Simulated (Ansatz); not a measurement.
**How methods differ on BSiH5 (BH2(SiH3))**

BSiH5: 7 atoms, total charge 0, spin state singlet. As SMILES, `[H]B([H])[SiH3]`. Geometry: relaxed at GFN2-xTB.

```xyz
7

B     0.5955    1.0386    0.0060
H     1.7651    1.0769    0.0274
H     0.0392    2.0670   -0.0480
Si   -0.3777   -0.6580    0.0184
H    -1.7138   -0.6057    0.6330
H     0.3005   -1.7642    0.7131
H    -0.6090   -1.1546   -1.3498
```

Each level gives the energy change with the Si4–H7 bond stretched from 1.474 to 2.948 Å (eV). The values are calculated.

```tsv
level	kind	program	value (eV)	less FCI/STO-3G
HF/STO-3G (restricted)	Hartree–Fock	Ansatz	7.87	+3.45
SVWN5/STO-3G (restricted)	LDA	Ansatz	5.49	+1.07
BLYP/STO-3G (restricted)	GGA	Ansatz	5.18	+0.76
revPBE/STO-3G (restricted)	GGA	Ansatz	5.23	+0.81
r2SCAN/STO-3G (restricted)	meta-GGA	Ansatz	5.71	+1.29
PBE0/STO-3G (restricted)	global hybrid	Ansatz	6.06	+1.64
B2PLYP/STO-3G (restricted)	double hybrid	Ansatz	5.85	+1.43
RPA@PBE/STO-3G (restricted)	RPA	Ansatz	5.13	+0.71
FCI/STO-3G	exact in the basis	Ansatz	4.42	0.00
```

FCI/STO-3G is exact within its basis and frozen core, so for wave-function methods in that basis the difference is their error; functionals converge differently with the basis, so for them it is only a difference. A spin-restricted reference rises too steeply as a bond breaks; here HF/STO-3G, SVWN5/STO-3G, BLYP/STO-3G, revPBE/STO-3G, r2SCAN/STO-3G, PBE0/STO-3G, B2PLYP/STO-3G, RPA@PBE/STO-3G lie well above the multireference or unrestricted value. The first shape isn't each level's own minimum. The values span 4.42 to 7.87 eV. All rows use very small basis sets, so none should be taken for the real molecule's value.
